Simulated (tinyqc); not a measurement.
Worked calculation: CIS and TDHF on RHF in the sto-3g basis, frozen core, for HF, spin multiplicity 1. One step of it, computed by the program tinyqc.

Question. CIS matrix, triplets. A(ia,jb) = (e_a - e_i) d_ij d_ab - (ij|ab).

orbital energies (hartree): [-25.918755, -1.425908, -0.519289, -0.462206, -0.462206, 0.438412]

Two-electron integrals over orbitals (pq|rs), unique and non-zero (hartree); the lowest 1 orbital is frozen and left out:
```
(22|22) 0.865365    (32|22) -0.040830   (32|32) 0.144454    (33|22) 0.715292
(33|32) -0.024182   (33|33) 0.704918    (42|42) 0.186830    (43|42) -0.033260
(43|43) 0.039098    (44|22) 0.889520    (44|32) -0.072146   (44|33) 0.704119
(44|44) 0.997514    (52|52) 0.186830    (53|52) -0.033260   (53|53) 0.039098
(54|54) 0.053770    (55|22) 0.889520    (55|32) -0.072146   (55|33) 0.704119
(55|44) 0.889973    (55|55) 0.997514    (62|22) -0.101303   (62|32) -0.067408
(62|33) -0.025749   (62|44) -0.099512   (62|55) -0.099512   (62|62) 0.092495
(63|22) -0.213365   (63|32) 0.088063    (63|33) -0.103148   (63|44) -0.229353
(63|55) -0.229353   (63|62) 0.044215    (63|63) 0.213354    (64|42) -0.033384
(64|43) -0.020065   (64|64) 0.029890    (65|52) -0.033384   (65|53) -0.020065
(65|65) 0.029890    (66|22) 0.653869    (66|32) 0.054494    (66|33) 0.658879
(66|44) 0.634533    (66|55) 0.634533    (66|62) -0.058968   (66|63) -0.022048
(66|66) 0.690758
```

Give: CIS matrix A, triplet.

Answer.

CIS matrix A, triplet (hartree), order 2>6, 3>6, 4>6, 5>6:
```
[[1.210, -0.054, 0.000, 0.000],
 [-0.054, 0.299, 0.000, 0.000],
 [0.000, 0.000, 0.266, 0.000],
 [0.000, 0.000, 0.000, 0.266]]
```
